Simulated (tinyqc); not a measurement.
Inside a calculation. Method: geometry optimisation on the UHF/sto-6g surface (energies and gradients from PySCF), for NH3+, spin multiplicity 2. Computed by tinyqc, a small Python program that keeps every step (integrals from PySCF). Settings: charge = 1, multiplicity = 2, basis = sto-6g, optimiser = bfgs, first Hessian = 0.6, largest step = 0.5, iteration cap = 30. Command: `OMP_NUM_THREADS=1 python tinyqc.py 30020 30021 out.jsonl` (the two numbers bound the seeds that draw the settings). One thread of a shared host (Intel(R) Xeon(R) Processor @ 2.60GHz), about 3 s of CPU time with the checks.

## Step 1: energy and gradient

positions at the start (bohr), order 1N, 2H, 3H, 4H:
```
[[-0.043464, 0.056692, 0.659514],
 [1.715871, 0.049133, 0.047243],
 [-0.916517, 1.608157, 0.003779],
 [-0.861715, -1.456979, 0.020787]]
```

Self-consistent energy and analytic gradient at these positions.

energy = -55.69902451 hartree

gradient (hartree/bohr), order 1N, 2H, 3H, 4H:
```
[[-0.00086647, -0.03676131, -0.00464024],
 [-0.09149366, -0.00192914, -0.00001905],
 [0.03496819, -0.05699670, -0.00506005],
 [0.05739195, 0.09568715, 0.00971934]]
```

## Step 1: move

Quasi-Newton step p = -H^(-1) g (first H = 0.6 times the unit matrix); steps longer than 0.5 bohr are cut back.

positions after step 1 (bohr), order 1N, 2H, 3H, 4H:
```
[[-0.042020, 0.117961, 0.667248],
 [1.868361, 0.052348, 0.047275],
 [-0.974797, 1.703151, 0.012213],
 [-0.957368, -1.616457, 0.004588]]
```

## Step 2: energy and gradient

As before.

energy = -55.71671497 hartree

gradient (hartree/bohr), order 1N, 2H, 3H, 4H:
```
[[-0.00660128, 0.05770547, 0.06827218],
 [-0.00282266, -0.00661347, -0.02374124],
 [0.01529640, -0.02785497, -0.01236526],
 [-0.00587246, -0.02323704, -0.03216569]]
```

## Step 2: move

inverse Hessian in use (bohr^2/hartree):
```
[[1.667330, 0.011697, -0.001495, 0.036247, 0.001084, 0.001164, -0.014546, 0.023852, 0.002600, -0.022365, -0.036632, -0.002269],
 [0.011697, 1.464681, -0.151570, -0.199989, 0.009331, 0.049035, 0.047044, -0.070638, 0.014178, 0.141248, 0.263293, 0.088357],
 [-0.001495, -0.151570, 1.631621, -0.339024, -0.005438, 0.006124, 0.125862, -0.204388, -0.015564, 0.214656, 0.361396, 0.044486],
 [0.036247, -0.199989, -0.339024, 1.922362, 0.039111, 0.122197, -0.170873, 0.293552, 0.076956, -0.121069, -0.132674, 0.139870],
 [0.001084, 0.009331, -0.005438, 0.039111, 1.668202, 0.002584, -0.016490, 0.027195, 0.003487, -0.023704, -0.038063, -0.000633],
 [0.001164, 0.049035, 0.006124, 0.122197, 0.002584, 1.666718, -0.046718, 0.076152, 0.006771, -0.076643, -0.127770, -0.012946],
 [-0.014546, 0.047044, 0.125862, -0.170873, -0.016490, -0.046718, 1.759930, -0.157762, -0.033458, 0.092156, 0.127208, -0.045687],
 [0.023852, -0.070638, -0.204388, 0.293552, 0.027195, 0.076152, -0.157762, 1.933179, 0.055366, -0.159642, -0.223069, 0.072870],
 [0.002600, 0.014178, -0.015564, 0.076956, 0.003487, 0.006771, -0.033458, 0.055366, 1.674397, -0.046098, -0.073032, 0.001063],
 [-0.022365, 0.141248, 0.214656, -0.121069, -0.023704, -0.076643, 0.092156, -0.159642, -0.046098, 1.717944, 0.042098, -0.091915],
 [-0.036632, 0.263293, 0.361396, -0.132674, -0.038063, -0.127770, 0.127208, -0.223069, -0.073032, 0.042098, 1.664505, -0.160595],
 [-0.002269, 0.088357, 0.044486, 0.139870, -0.000633, -0.012946, -0.045687, 0.072870, 0.001063, -0.091915, -0.160595, 1.634064]]
```

Quasi-Newton step p = -H^(-1) g (the inverse Hessian comes from BFGS updates; coordinates in the order x, y, z of each atom); steps longer than 0.5 bohr are cut back.

positions after step 2 (bohr), order 1N, 2H, 3H, 4H:
```
[[-0.031585, 0.051805, 0.567021],
 [1.924320, 0.063401, 0.083051],
 [-1.017603, 1.777325, 0.033700],
 [-0.980956, -1.635528, 0.047552]]
```

## Convergence

Stop when the largest gradient component is below 3e-5 hartree/bohr. The inverse Hessian follows the BFGS update with s = step, y = change of gradient.

Course of the optimisation:
```
step   E (hartree)  largest gradient (hartree/bohr)
1     -55.69902451                         9.57e-02
2     -55.71671497                         6.83e-02
3     -55.72613352                         5.37e-02
4     -55.73427651                         2.18e-02
5     -55.73622717                         1.28e-02
6     -55.73673169                         1.71e-02
7     -55.73693599                         8.20e-04
8     -55.73693882                         4.05e-04
9     -55.73693972                         2.48e-04
10    -55.73694021                         1.39e-04
11    -55.73694033                         3.19e-05
12    -55.73694034                         6.36e-06
```

Final distances (angstrom):
```
pair   distance
2H-1N  1.054781
3H-1N  1.054779
3H-2H  1.826939
4H-1N  1.054780
4H-2H  1.826917
4H-3H  1.826941
```

Converged in 12 steps.
